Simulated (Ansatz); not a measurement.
One geometry of the cluster PS₂⁺, several levels of theory.

```yaml
crystal:
  periodic: [false, false, false]
  atoms:
    - {symbol: P, position_ang: [0.452480, -0.261708, 0.066469]}
    - {symbol: S, position_ang: [-0.151468, -0.181560, -1.772288]}
    - {symbol: S, position_ang: [-0.301011, 0.443268, 1.705819]}
basis:
  gaussian: {orbitals: def2-TZVP}
total_charge: 1
magnetization: {spin_polarized: true, initial_magnetization: 2}
hamiltonian: {xc: pbe0, dispersion: d4}
scf: {omitted_lower_state_checks: [starts]}
output: {orbitals: {seedname: orbitals}}
```

The file start.molden holds the orbitals of an earlier run on this structure, at another level or in another basis.

```sh
$ ansatz run in.yaml --threads 2 --pin off --events-out ev --progress --plain --max-ram 4352MiB
```

It prints (some lines left out):

```
Functional definition: PBE0
824 factors; their error is unknown
mean field evaluation 1: about -30938.3090 eV, gradient 1.5e1 eV
mean field evaluation 2: about -30938.8605 eV, gradient 1.3e1 eV
mean field evaluation 4: about -30939.6643 eV, gradient 1.4e0 eV
mean field evaluation 8: about -30939.6780 eV, gradient 5.5e-2 eV
mean field evaluation 16: about -30939.7361 eV, gradient 1.7e-4 eV
mean field -30939.73607335 eV, -1137.0143289892 hartree, gradient 1.0e-5 eV, S^2 2.014902; 0 other end points of the search recorded, 0 dependent functions left out
reference -30939.73609641 eV, -1137.0143298367 hartree; 24, 22 occupied and 87, 89 virtual orbitals, 824 factors
Total energy: -30939.82135830 eV, -1137.0174631535 hartree
Checks for a lower state left out: starts
```

It took 3.7 s on 2 threads of Arm Neoverse V1 on a shared host.

As the first input, with `gaussian: {orbitals: def2-TZVP, initial_orbitals: start.molden}`, `hamiltonian: {xc: r2scan, dispersion: d4}` (abridged; 4.9 s):

```
Functional definition: r2SCAN
mean field -30948.80888958 eV, -1137.3477488358 hartree, gradient 1.1e-5 eV, S^2 2.015586
Total energy: -30948.82940915 eV, -1137.3485029163 hartree
Checks for a lower state left out: starts
```

The first input with `gaussian: {orbitals: def2-TZVP, initial_orbitals: start.molden}`, `hamiltonian: {xc: pbe, dispersion: d4}` (abridged; 1.6 s):

```
Functional definition: PBE
mean field -30937.69390803 eV, -1136.9392807980 hartree, gradient 1.2e-5 eV, S^2 2.006746
Total energy: -30937.79478576 eV, -1136.9429879861 hartree
Checks for a lower state left out: starts
```

Geometry: PBE-D4/def2-TZVP, that of the neutral doublet.

At PBE0-D4/def2-TZVP a singlet of charge 1 lies 0.22 eV below the triplet at the same geometry. The structure comes from a short search, and lower isomers may exist.
